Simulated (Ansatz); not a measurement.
## A cut through the energy surface

BNH3F (SMILES NBF), singlet, at its PBE0-D4/def2-TZVP minimum:

N1  (-0.426, 0.101, -0.582)
B2  (0.416, -0.152, 0.494)
F3  (0.447, 0.710, 1.516)
H4  (-0.488, -0.513, -1.373)
H5  (-1.022, 0.911, -0.632)
H6  (1.116, -1.121, 0.532)
(Å)

The dihedral angle H4–N1–B2–F3 (-180.0° at the minimum) is set to the values below, with the rest relaxed at PBE0-D4/def2-TZVP at each step (the four atoms are held in place, so their three bonds and two angles keep the values of the minimum). Each method's energies count from its own value at the PBE0-D4 minimum structure. Ansatz 0.2.0; basis: def2-TZVPP; cores frozen in the correlated methods. B3LYP uses VWN-RPA correlation.

CCSD(T) energies along the scan:
```tsv
dihedral angle (°)	CCSD(T) (kJ/mol)
-164.2	2.43
-141.7	15.02
-119.2	38.21
-96.7	68.09
-74.2	96.16
-51.7	25.61
-29.2	7.79
-6.7	0.40
```
They count from the CCSD(T) energy at the PBE0-D4 minimum.

Largest difference from the CCSD(T) curve over the scan: PBE-D4 0.87; PBE0-D4 0.55; B3LYP-D4 0.60; HF 1.74 kJ/mol. Each curve counts from its own value at the minimum.

The T1 diagnostic stays at or below 0.013.

For scale, one of the runs: CCSD(T)/def2-TZVPP, 135 basis functions (an equivalent command: `ansatz run in.yaml --threads 2`). Time: 23 s of wall clock on 2 CPU threads; the host was shared. Peak host memory: 0.77 GiB.
